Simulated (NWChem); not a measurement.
System: C₃H₇ cation

```xyz
10

C      1.2837    -0.0133     0.2004
C      0.0000     0.0000    -0.4462
C     -1.2837     0.0133     0.2004
H      2.0195    -0.6611    -0.3314
H      1.2788    -0.1383     1.2982
H      1.7002     1.0089    -0.0521
H      0.0000     0.0000    -1.5575
H     -1.7002    -1.0089    -0.0521
H     -2.0195     0.6611    -0.3314
H     -1.2788     0.1383     1.2982
```
Atoms are numbered in this order, from 1.

Computed with NWChem. The geometry was optimised at PBE-D3(BJ)/def2-SVP. Total energies compare along this basis series because the functional is fixed.

| level | basis functions | energy (Ha) | highest occupied level (eV) | orbital gap (eV) | relative time |
|---|---|---|---|---|---|
| B3LYP/def2-SVP | 77 | -118.1225 | -16.44 | 6.93 | 1 |
| B3LYP/def2-SVPD | 116 | -118.1285 | -16.45 | 6.94 | 2 |
| B3LYP/def2-TZVP | 135 | -118.2549 | -16.44 | 6.97 | 3 |
| B3LYP/def2-TZVPP | 191 | -118.2575 | -16.43 | 6.97 | 4 |

Relative times are rough (shared machine, one core).
